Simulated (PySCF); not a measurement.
Compound: C6H9 (charge -1).
Structure used (GFN2-xTB), in Å, numbered top down from 1:
```
atom  x, y, z in Å
C1     1.197    1.808   -2.005
C2     0.699    1.056   -1.170
C3     0.094    0.143   -0.159
C4    -0.892   -0.832   -0.829
C5     1.184   -0.684    0.549
C6    -0.672    0.945    0.910
H7    -1.350   -1.515   -0.101
H8    -1.688   -0.278   -1.328
H9    -0.376   -1.429   -1.582
H10    0.757   -1.364    1.298
H11    1.736   -1.279   -0.180
H12    1.892   -0.023    1.049
H13   -1.125    0.290    1.665
H14    0.004    1.636    1.416
H15   -1.464    1.531    0.444
```

Computed with PySCF 2.14.0, delta-SCF UKS SCAN, pcX-2 on the ionised atom, pcseg-1 elsewhere, spin-free X2C. Each 1s hole has a ground state of its own, since the core basis sits on the ionised atom alone.

```
ionised atom  basis functions  E(ionised) (Eh)  binding energy (eV)
          C1              160       -223.54715              282.195
          C2              160       -223.53119              282.702
          C3              160       -223.38400              286.560
          C4              160       -223.39322              286.256
```

Q: Fill in the total energy of each ground state.

A: With binding energy = E(ionised) − E(ground) and 27.2114 eV a hartree:

```json
{"atom": "C1", "binding energy (Eh)": "10.3705", "E(ground) (Eh)": "-233.9176"}
{"atom": "C2", "binding energy (Eh)": "10.3891", "E(ground) (Eh)": "-233.9203"}
{"atom": "C3", "binding energy (Eh)": "10.5309", "E(ground) (Eh)": "-233.9149"}
{"atom": "C4", "binding energy (Eh)": "10.5197", "E(ground) (Eh)": "-233.9129"}
```

Q: How much do the ground-state energies differ, and what would follow from using one of them for all holes?

A: They run from -233.9203 Eh (core basis on C2) to -233.9129 Eh (on C4), 0.0074 Eh or 0.20 eV apart, though the state is the same; only basis and grid differ. Pairing the ion of C4 with the ground state of C2 would put its binding energy 0.20 eV too high.

The listed C 1s values span 4.37 eV, from C1 (bonded to C (triple bond)) to C3 (bonded to 4 C). Summing the Pauling electronegativity differences to the bonded atoms, each weighted by its formal bond order, gives 0.00 for the lowest site and 0.00 for the highest; no listed site has a larger sum than the highest. The smallest sum, -1.05, belongs to C4/C5/C6, 4.07 eV above the lowest.

Only 1s holes are shown. Atoms equivalent by their bonding share one computed value, that of the first of them. Spin contamination (⟨S²⟩ against 0.75 for a pure doublet) is marked for C 1s of C1 (0.87), which makes this value less certain. The species carries charge -1, so core ionisation leaves a neutral species. The basis sets have no added diffuse functions. Geometry: GFN2-xTB; no solvent, vibrations or thermal averaging.
